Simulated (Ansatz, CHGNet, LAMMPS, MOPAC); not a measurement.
# Wurtzite ZnO, equilibrium lattice constant a

Reference value: 3.248 Å (measured, 4 K, zero-point motion not removed; as tabulated in arXiv:1206.3780).

| level (code) | value (Å) | difference (%) |
|---|---|---|
| ReaxFF ZnOH (LAMMPS) | 3.278 | +0.92 |
| PM3 semi-empirical Hartree-Fock (MOPAC) | 3.640 | +12.1 |
| CHGNet-r²SCAN | 3.239 | -0.28 |
| PBE (Ansatz) | 3.279 | +0.95 |
| rVV10 (Ansatz) | 3.283 | +1.08 |
| r²SCAN (Ansatz) | 3.235 | -0.40 |
| r²SCAN0 (Ansatz) | 3.225 | -0.71 |

Leaving aside PM3 semi-empirical Hartree-Fock (MOPAC) (doubt noted below): Once the reference is moved by up to 0.33 % (a margin picked here for doubts on the reference and the settings, and for temperature and zero-point motion) and values within 0.10 % count as equal, the nearest can be CHGNet-r²SCAN (-0.28 %), r²SCAN (-0.40 %), ReaxFF ZnOH (+0.92 %) or PBE (+0.95 %). By the same margin the farthest can be rVV10 (+1.08 %) or r²SCAN0 (-0.71 %). Within 2 %: ReaxFF ZnOH, CHGNet-r²SCAN, PBE, rVV10, r²SCAN, r²SCAN0.

The reference isn't brought to a static lattice, while the calculations are for one, so the differences are not the levels' errors alone.  PM3 semi-empirical Hartree-Fock (MOPAC): the cell has another shape than the first-principles one, perhaps another minimum in the same group. PM3 semi-empirical Hartree-Fock (MOPAC): the method was fitted mainly to molecules. PM3 semi-empirical Hartree-Fock (MOPAC): the run uses a supercell at the zone centre in place of a k mesh. Cutoffs and k meshes differ between the levels. Ansatz's density-functional and Hartree–Fock values are scalar-relativistic unless marked +SOC, with PAW data made under PBE.

Empirical potentials (ReaxFF ZnOH) are fitted to chosen data: where that held the value shown, agreement is built in, and what lay outside the fit can be far off. Machine-learned potentials (CHGNet-r²SCAN) are trained on DFT data: a solid inside that data is no test of them.

Differences are worked out from the printed values.

Ansatz is a first-principles code.
